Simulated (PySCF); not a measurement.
Compound: tetracarbon chain, C₄ (triplet state).
Bonds: C1–C2 (double), C2–C3 (double), C3–C4 (double).
Bond orders are those of one Lewis drawing.

Computed by this run: PBE0-D3(BJ)/def2-SVP geometry optimisation, gas phase in PySCF 2.14.0; unrestricted, density fitting, grid level 1; the optimiser is geomeTRIC in internal coordinates, started from a GFN2-xTB structure.

Step 0: E = -4129.6111 eV
```
atom  x, y, z in Å  |  force x, y, z in eV/Å
C1     -1.9032    0.0515   -0.2722   -6.099   0.164  -0.158
C2     -0.6676    0.0182   -0.2402    8.486  -0.225   0.218
C3      0.6726   -0.0167   -0.2064   -8.482   0.218  -0.212
C4      1.9084   -0.0482   -0.1757    6.095  -0.156   0.152
```

Q: Estimate the geometry and energy of step 1. (The exact step hangs on the optimiser's Hessian estimate; all steps are aligned on step 0, rigid shifts and turns removed.)

A: E = -4129.9831 eV, largest force 1.893 eV/Å
```
atom  x, y, z in Å  |  force x, y, z in eV/Å
C1     -1.9233    0.0711   -0.3056   -0.357  -0.117   0.206
C2     -0.6264   -0.0384   -0.1443   -1.817   0.282  -0.443
C3      0.6316    0.0411   -0.3039    1.819  -0.283   0.444
C4      1.9283   -0.0691   -0.1408    0.355   0.117  -0.207
```

The energy changes by -0.3720 eV. The first-order estimate −F·Δx gives -1.0252 eV and the mean of the old and new forces, exact on a quadratic surface, -0.3765 eV. The step makes an angle of 67° with the force vector and moves no atom by more than 0.121 Å.

The cost below is that of the whole optimisation. Hardware: one thread of an Arm Neoverse V2, no GPU, on a shared host. Cost: 7.5 s of wall time, 0.27 GiB resident at most.
